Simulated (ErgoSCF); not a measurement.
**A workflow on C6H6 (fulvene)**

Wanted: the energy (HF/def2-SVP), then the energy (HF/def2-SVP), then the energy (HF/def2-SVP), then a single-point energy (HF/def2-SVP), then the energy (HF/def2-SVP) of C6H6 (fulvene). The setting varied is the block size. 

The calculation is run with ErgoSCF 3.8.

2 further runs of the same task are left out: 2 set aside as unsound or not needed.

**1. The system as given**

C6H6 has 12 atoms, charge 0, and is taken as a singlet. SMILES: `C=C1C=CC=C1`. The coordinates come from a PBE0-D4/def2-TZVP relaxation.

Bond lengths: C1–C2 1.336 Å, C2–C3 1.465 Å, C3–C4 1.346 Å, C4–C5 1.466 Å, C2–C6 1.465 Å, C5–C6 1.346 Å, C1–H7 1.084 Å, C1–H8 1.084 Å, C3–H9 1.081 Å, C4–H10 1.082 Å, C5–H11 1.082 Å, C6–H12 1.081 Å. Some angles: C1–C2–C3 126.8°, C1–C2–C6 126.8°, C3–C2–C6 106.3°, C2–C3–C4 107.8°, C3–C4–C5 109.0°, C4–C5–C6 109.0°, C2–C6–C5 107.8°, C2–C1–H7 121.3°, C2–C1–H8 121.3°, C2–C3–H9 124.6°.

**2. The energy at HF/def2-SVP (block size 8) (run 1)**

ergo.in

```
set_nthreads(4)
molecule_inline Angstrom
C     -0.818100    -1.597600     0.906600
C     -0.269900    -0.537800     0.305500
C      0.652900     0.430400     0.902600
C      0.964800     1.337500    -0.041700
C      0.261500     0.997400    -1.282700
C     -0.471600    -0.113400    -1.081700
H     -1.493400    -2.259800     0.376500
H     -0.605400    -1.830200     1.944100
H      1.002400     0.394600     1.924400
H      1.624900     2.186300     0.076600
H      0.333200     1.561600    -2.202900
H     -1.104400    -0.624200    -1.793300
EOF
scf.max_number_of_iterations = 100
tmpdir = "."
basis = "def2-SVP"
mat.sparse_matrix_block_size = 8
scf.output_mulliken_pop = 1
run "HF"
```

The basis set def2-SVP is read from a file made from the Basis Set Exchange's data (not shown).

Run with:

```bash
ergo ergo.in
```

The program printed:

```text
[...]
INSC SCF_general constructor, number of basis functions: 114
[...]
INSC Energy   1 =        -75.00611413275
[...]
INDE PURIFICATION CONVERGED after 38 iterations
[...]
INDE PURIFICATION CONVERGED after 35 iterations
[...]
INDE PURIFICATION CONVERGED after 27 iterations
[...]
INDE PURIFICATION CONVERGED after 27 iterations
[...]
INDE E(LUMO) - E(HOMO) <=          0.44281011167 =         12.04947703984 eV
[...]
INSC Energy  18 =       -230.47656624431  ( diff     -0.000000000006651 )
[...]
RESC CONVERGED after  18 iterations.
RESC FINAL ENERGY:       -230.47656624431
[...]
INSC SCF: dipole_moment_x [atomic units] =      -0.10017449
INSC SCF: dipole_moment_y [atomic units] =      -0.19385532
INSC SCF: dipole_moment_z [atomic units] =       0.10987497
[...]
```

Wall time 69 s (4 threads of Arm Neoverse N1, host not shared); peak memory 0.27 GiB.

**3. A single-point energy at HF/def2-SVP (block size 16) (run 2)**

ergo.in: that of step 2 with these lines changed.

```diff
@@ -18,3 +18,3 @@
 basis = "def2-SVP"
-mat.sparse_matrix_block_size = 8
+mat.sparse_matrix_block_size = 16
 scf.output_mulliken_pop = 1
```

The basis set def2-SVP is read from a file made from the Basis Set Exchange's data (not shown).

Run with:

```bash
ergo ergo.in
```

The program printed:

```text
[...]
INSC SCF_general constructor, number of basis functions: 114
[...]
INSC Energy   1 =        -75.00611413275
[...]
INDE PURIFICATION CONVERGED after 38 iterations
[...]
INDE PURIFICATION CONVERGED after 35 iterations
[...]
INDE PURIFICATION CONVERGED after 27 iterations
[...]
INDE PURIFICATION CONVERGED after 27 iterations
[...]
INDE E(LUMO) - E(HOMO) <=          0.44281011167 =         12.04947703984 eV
[...]
INSC Energy  18 =       -230.47656624431  ( diff     -0.000000000006992 )
[...]
RESC CONVERGED after  18 iterations.
RESC FINAL ENERGY:       -230.47656624431
[...]
INSC SCF: dipole_moment_x [atomic units] =      -0.10017449
INSC SCF: dipole_moment_y [atomic units] =      -0.19385532
INSC SCF: dipole_moment_z [atomic units] =       0.10987497
[...]
```

Run time: 65 s. Hardware: 4 threads of Arm Neoverse N1, host not shared; peak memory 0.27 GiB.

Runs 3 to 4 aren't shown in full; the table further down has their settings and results.

**4. A single-point energy at HF/def2-SVP (block size 128) (run 5)**

ergo.in: that of step 3 with these lines changed.

```diff
@@ -18,3 +18,3 @@
 basis = "def2-SVP"
-mat.sparse_matrix_block_size = 16
+mat.sparse_matrix_block_size = 128
 scf.output_mulliken_pop = 1
```

The basis set def2-SVP is read from a file made from the Basis Set Exchange's data (not shown).

Run with:

```bash
ergo ergo.in
```

The program printed:

```text
[...]
INSC SCF_general constructor, number of basis functions: 114
[...]
INSC Energy   1 =        -75.00611413275
[...]
INDE PURIFICATION CONVERGED after 38 iterations
[...]
INDE PURIFICATION CONVERGED after 35 iterations
[...]
INDE PURIFICATION CONVERGED after 27 iterations
[...]
INDE PURIFICATION CONVERGED after 27 iterations
[...]
INDE E(LUMO) - E(HOMO) <=          0.44281011170 =         12.04947704076 eV
[...]
INSC Energy  18 =       -230.47656624432  ( diff     -0.000000000011426 )
[...]
RESC CONVERGED after  18 iterations.
RESC FINAL ENERGY:       -230.47656624432
[...]
INSC SCF: dipole_moment_x [atomic units] =      -0.10017449
INSC SCF: dipole_moment_y [atomic units] =      -0.19385532
INSC SCF: dipole_moment_z [atomic units] =       0.10987497
[...]
```

Run time: 62 s. Hardware: 4 threads of Arm Neoverse N1, host not shared; peak memory 0.27 GiB.

**5. Overview of the runs**

```tsv
run	level	block size	energy (Eh)	dipole moment (D)	wall time
1	HF/def2-SVP (block size 8)	8	-230.476566	0.62	69 s
2	HF/def2-SVP (block size 16)	16	-230.476566	0.62	65 s
3	HF/def2-SVP (block size 32)	32	-230.476566	0.62	63 s
4	HF/def2-SVP (block size 64)	64	-230.476566	0.62	62 s
5	HF/def2-SVP (block size 128)	128	-230.476566	0.62	62 s
```

**6. Summary of results**

| quantity | value |
| --- | --- |
| run 5, HF/def2-SVP: total energy | -230.47657 Eh |
| run 5, HF/def2-SVP: dipole moment | 0.62 D |

Of the runs within 0.1 mEh of the first, run 5 is fastest: 62 s against 69 s. The total energy agrees within 0.001 eV over the runs. All runs together took 5.4 min, the longest 69 s.
